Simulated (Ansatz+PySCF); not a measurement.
Two shapes of doublet C3H8(+).

Shape 1:

```xyz
11

C     0.0045    0.0085    0.5905
C     0.0001    1.2602   -0.2677
C     0.0064   -1.2600   -0.2638
H    -0.8736    0.0011    1.2541
H     0.8717    0.0042    1.2373
H    -0.0031    2.1713    0.3541
H    -0.0043   -2.1672    0.3531
H     0.8806    1.3050   -0.8949
H    -0.8882    1.2976   -0.9103
H    -0.8904   -1.2975   -0.9016
H     0.8891   -1.2959   -0.9049
```

Shape 2:

```xyz
11

C     0.0000    0.0000    0.5877
C     0.0000    1.2669   -0.2602
C     0.0000   -1.2669   -0.2602
H    -0.8769    0.0000    1.2447
H     0.8769    0.0000    1.2447
H     0.0000    2.1662    0.3621
H     0.0000   -2.1662    0.3621
H     0.8836    1.3042   -0.9044
H    -0.8836    1.3042   -0.9044
H    -0.8836   -1.3042   -0.9044
H     0.8836   -1.3042   -0.9044
```

Basis set: cc-pVTZ (spherical functions). Charge 1, multiplicity 2.

Computed with Ansatz (development build ahead of 0.2.0); each method stands on the lowest determinant of its kind that the runs found.

**Question.** Which shape is lower in energy, and by how much in each method?

**Answer.**

| method | E(2) − E(1) (eV) |
| --- | --- |
| ROHF | 0.059 |
| UHF | 0.055 |

Shape 1 is lower. Caution for ROHF: the determinant breaks the point group.
